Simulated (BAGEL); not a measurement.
# UHF/ANO-RCC-VDZP (DKH2, density fitting with svp-jkfit) run of doublet [CClO]2+

Wanted: a geometry optimisation of doublet [CClO]2+. 

The results are computed with BAGEL 1.2.2.

10 further runs of the same task are left out: 6 that didn't finish, 4 set aside as unsound or not needed.

**1. The molecule**

The species is [CClO]2+ (3 atoms), meant as a doublet with charge +2. SMILES of the parent species: `[O+]#CCl`. All atoms were displaced at random from a relaxed shape. That shape belongs to the parent species and isn't relaxed for this state. The run starts from this shape.

Bond lengths: O1–C2 1.120 Å, C2–Cl3 1.505 Å. Angles: O1–C2–Cl3 178.1°.

**2. A structure relaxation at UHF/ANO-RCC-VDZP (DKH2, density fitting with svp-jkfit)**

input.json reads:

```json
{ "bagel" : [

{
  "title" : "molecule",
  "basis" : "ano-rcc-vdzp.json",
  "df_basis" : "svp-jkfit",
  "dkh" : true,
  "geometry" : [
    { "atom" : "O", "xyz" : [    -1.26359939,     1.94853440,    -0.46215142 ] },
    { "atom" : "C", "xyz" : [    -0.14593788,     0.19506131,    -0.06589853 ] },
    { "atom" : "Cl", "xyz" : [     1.43564194,    -2.10957119,     0.45953982 ] }
  ]
},

{
  "title" : "optimize",
  "redundant" : true,
  "maxiter" : 40,
  "method" : [
    {
      "title" : "uhf",
      "charge" : 2,
      "nopen" : 1
    }
  ]
}

]}
```

The basis set ANO-RCC-VDZP is read from a file made from the Basis Set Exchange's data (not shown).

On the command line:

```
$ BAGEL_NUM_THREADS=1 BAGEL input.json > input.out
```

What values should one expect? Wanted: total energy at the end.

**Answer.** As computed:

Level: UHF/ANO-RCC-VDZP (DKH2, density fitting with svp-jkfit).

| quantity | value |
| --- | --- |
| total energy at the end | -572.66655 Eh |

What this shows: At the final geometry: Bond lengths: O1–C2 1.094 Å, C2–Cl3 1.659 Å. Angles: O1–C2–Cl3 180.0°. The optimisation took 11 steps and changed the energy by -0.270 eV.
